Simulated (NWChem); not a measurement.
System: tetrafluoromethane (CF4); SMILES FC(F)(F)F

NWChem printed, in part:

```
             Northwest Computational Chemistry Package (NWChem) 7.3.0
             --------------------------------------------------------

 C1  symmetry detected

                             Geometry "geometry" -> ""
                             -------------------------

 Output coordinates in angstroms (scale by  1.889725989 to convert to a.u.)

  No.       Tag          Charge          X              Y              Z
 ---- ---------------- ---------- -------------- -------------- --------------
    1 F                    9.0000    -0.72041704    -0.70429881    -0.84611380
    2 C                    6.0000     0.00000093     0.00000051    -0.00000143
    3 F                    9.0000     1.16410788    -0.58636179     0.17883220
    4 F                    9.0000     0.18763675     1.20887925    -0.48409942
    5 F                    9.0000    -0.63132822     0.08178100     1.15138197

 Effective nuclear repulsion energy (a.u.)     206.5833512650

                                Z-matrix (autoz)
                                --------

 Units are Angstrom for bonds and degrees for angles

      Type          Name      I     J     K     L     M      Value
      ----------- --------  ----- ----- ----- ----- ----- ----------
    1 Stretch                  1     2                       1.31565
    2 Stretch                  2     3                       1.31565
    3 Stretch                  2     4                       1.31565
    4 Stretch                  2     5                       1.31566
    5 Bend                     1     2     3               109.47123
    6 Bend                     1     2     4               109.47141
    7 Bend                     1     2     5               109.47103
    8 Bend                     3     2     4               109.47135
    9 Bend                     3     2     5               109.47119
   10 Bend                     4     2     5               109.47113

                           NWChem Geometry Optimization
                           ----------------------------

 maximum gradient threshold         (gmax) =   0.000450
 rms gradient threshold             (grms) =   0.000300
 maximum cartesian step threshold   (xmax) =   0.001800
 rms cartesian step threshold       (xrms) =   0.001200
 fixed trust radius                (trust) =   0.300000
 source of zmatrix                         =   autoz

          -------------------
          Energy Minimization
          -------------------

 Using diagonal initial Hessian
 Scaling for Hessian diagonals: bonds = 1.00  angles = 0.25  torsions = 0.10

          --------
          Step   0

                                 NWChem DFT Module
                                 -----------------

 Summary of "ao basis" -> "ao basis" (spherical)
 ------------------------------------------------------------------------------
       Tag                 Description            Shells   Functions and Types
 ---------------- ------------------------------  ------  ---------------------
 F                          def2-svp                 6       14   3s2p1d
 C                          def2-svp                 6       14   3s2p1d

            General Information
            -------------------
          SCF calculation type: DFT
          Wavefunction type:  closed shell.
          No. of atoms     :     5
          No. of electrons :    42
           Alpha electrons :    21
            Beta electrons :    21
          Charge           :     0
          Spin multiplicity:     1
          Use of symmetry is: off; symmetry adaption is: off
          Maximum number of iterations: 150
          AO basis - number of functions:    70
                     number of shells:    30
          Convergence on energy requested:  1.00D-06
          Convergence on density requested:  1.00D-05
          Convergence on gradient requested:  5.00D-04

              XC Information
              --------------
                        Slater Exchange Functional  1.000 local
                      VWN V Correlation Functional  1.000 local

             Grid Information
             ----------------
          Grid used for XC integration:  medium
          Radial quadrature: Mura-Knowles
          Angular quadrature: Lebedev.
          Tag              B.-S. Rad. Rad. Pts. Rad. Cut. Ang. Pts.
          ---              ---------- --------- --------- ---------
          F                   0.50       49           6.0       434
          C                   0.70       49           5.0       434
          Grid pruning is: on
          Number of quadrature shells:   245
          Spatial weights used:  Erf1

      Superposition of Atomic Density Guess
      -------------------------------------

 Sum of atomic energies:        -434.79485600

      Non-variational initial energy
      ------------------------------

[...]

      ----------------------
      Optimization converged
      ----------------------

  Step       Energy      Delta E   Gmax     Grms     Xrms     Xmax
  ---- ---------------- -------- -------- -------- -------- --------
@    1    -434.31944948 -6.1D-07  0.00036  0.00022  0.00078  0.00140
                                     ok       ok       ok       ok

                                Z-matrix (autoz)
                                --------

 Units are Angstrom for bonds and degrees for angles

      Type          Name      I     J     K     L     M      Value     Gradient
      ----------- --------  ----- ----- ----- ----- ----- ---------- ----------
    1 Stretch                  1     2                       1.31646    0.00035
    2 Stretch                  2     3                       1.31646    0.00035
    3 Stretch                  2     4                       1.31646    0.00036
    4 Stretch                  2     5                       1.31646    0.00035
    5 Bend                     1     2     3               109.47189   -0.00000
    6 Bend                     1     2     4               109.47170    0.00000
    7 Bend                     1     2     5               109.47037   -0.00000
    8 Bend                     3     2     4               109.47131    0.00000
    9 Bend                     3     2     5               109.46950   -0.00000
   10 Bend                     4     2     5               109.47254    0.00000

                         Geometry "geometry" -> "geometry"
                         ---------------------------------

 Output coordinates in angstroms (scale by  1.889725989 to convert to a.u.)

  No.       Tag          Charge          X              Y              Z
 ---- ---------------- ---------- -------------- -------------- --------------
    1 F                    9.0000    -0.72086432    -0.70472606    -0.84662733
    2 C                    6.0000    -0.00000017     0.00000584    -0.00000727
    3 F                    9.0000     1.16481330    -0.58671330     0.17895420
    4 F                    9.0000     0.18775827     1.20962046    -0.48440614
    5 F                    9.0000    -0.63170678     0.08181323     1.15208607

 Effective nuclear repulsion energy (a.u.)     206.4573262274

                Final and change from initial internal coordinates
                --------------------------------------------------

                                Z-matrix (autoz)
                                --------

 Units are Angstrom for bonds and degrees for angles

[...]

 Rotational Constants
 --------------------
 A=   0.192002 cm-1  (  0.276242 K)
 B=   0.192000 cm-1  (  0.276240 K)
 C=   0.191997 cm-1  (  0.276235 K)

 Temperature                      =   298.15K
 frequency scaling parameter      =   1.0000

 Zero-Point correction to Energy  =   10.873 kcal/mol  (  0.017327 au)
 Thermal correction to Energy     =   13.327 kcal/mol  (  0.021237 au)
 Thermal correction to Enthalpy   =   13.919 kcal/mol  (  0.022181 au)

 Total Entropy                    =   67.375 cal/mol-K
   - Translational                =   39.319 cal/mol-K (mol. weight =  87.9936)
   - Rotational                   =   24.925 cal/mol-K (symmetry #  =        1)
   - Vibrational                  =    3.131 cal/mol-K

 Cv (constant volume heat capacity) =   12.579 cal/mol-K
   - Translational                  =    2.979 cal/mol-K
   - Rotational                     =    2.979 cal/mol-K
   - Vibrational                    =    6.620 cal/mol-K

[normal modes left out]

 ----------------------------------------------------------------------------
 Normal Eigenvalue ||           Projected Infra Red Intensities
  Mode   [cm**-1]  || [atomic units] [(debye/angs)**2] [(KM/mol)] [arbitrary]
 ------ ---------- || -------------- ----------------- ---------- -----------
    1       -0.000 ||    0.000000           0.000         0.000       0.000
    2       -0.000 ||    0.000000           0.000         0.000       0.000
    3        0.000 ||    0.000000           0.000         0.000       0.000
    4        0.000 ||    0.000000           0.000         0.000       0.000
    5        0.000 ||    0.000000           0.000         0.000       0.000
    6        0.000 ||    0.000000           0.000         0.000       0.000
    7      431.073 ||    0.000000           0.000         0.000       0.000
    8      431.088 ||    0.000000           0.000         0.000       0.000
    9      626.437 ||    0.004952           0.114         4.827       0.569
   10      626.448 ||    0.004953           0.114         4.828       0.569
   11      626.450 ||    0.004953           0.114         4.828       0.569
   12      927.087 ||    0.000000           0.000         0.000       0.000
   13     1313.629 ||    0.430307           9.928       419.485      49.430
   14     1313.637 ||    0.430317           9.928       419.494      49.431
   15     1313.643 ||    0.430318           9.928       419.495      49.432
 ----------------------------------------------------------------------------
```

Level: LDA (Slater exchange, VWN5)/def2-SVP. The printed entropy takes a lower symmetry number than the molecule has.

Reconstruct the input file.

This is not unique; one that fits is the input that was run:
```
start job
memory heap 200 mb stack 900 mb global 1100 mb
geometry units angstroms
  F     -0.891122    -0.754919     0.605759
  C     -0.000001     0.000000    -0.000002
  F      0.866233    -0.763868    -0.630154
  F     -0.605276     0.783630    -0.866323
  F      0.630165     0.735159     0.890717
end
basis spherical
  * library def2-svp
end
dft
  xc slater vwn_5
  iterations 150
end
driver
  maxiter 120
end
task dft optimize
task dft freq
```
